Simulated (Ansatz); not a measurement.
fcc Pd, treated with r²SCAN-D4 (plane waves, PAW; Ansatz, a quantum-chemistry and plane-wave program).

Settings: plane-wave cutoff 500 eV, 32×32×32 k mesh, Fermi–Dirac smearing 0.1 eV, scalar-relativistic PAW data made under PBE.

Computed at the level's own relaxed cell.

Q: Predict the equilibrium volume per atom and equilibrium lattice constant a.

A: 
- equilibrium volume per atom = 14.82 Å³/atom
- equilibrium lattice constant a = 3.899 Å

Measured, for comparison: equilibrium volume per atom 14.56 Å³/atom, lattice constant a 3.876 Å (static lattice: zero-point anharmonic expansion removed; as tabulated in Mejia-Rodriguez and Trickey (2018), arXiv:1807.09216). Computed (rounded) less measured: equilibrium volume per atom +1.8 %, lattice constant a +0.6 %.

Static lattice: no zero-point or thermal effects.

It cost about 2.0 core-minutes (a rough figure) of CPU time.
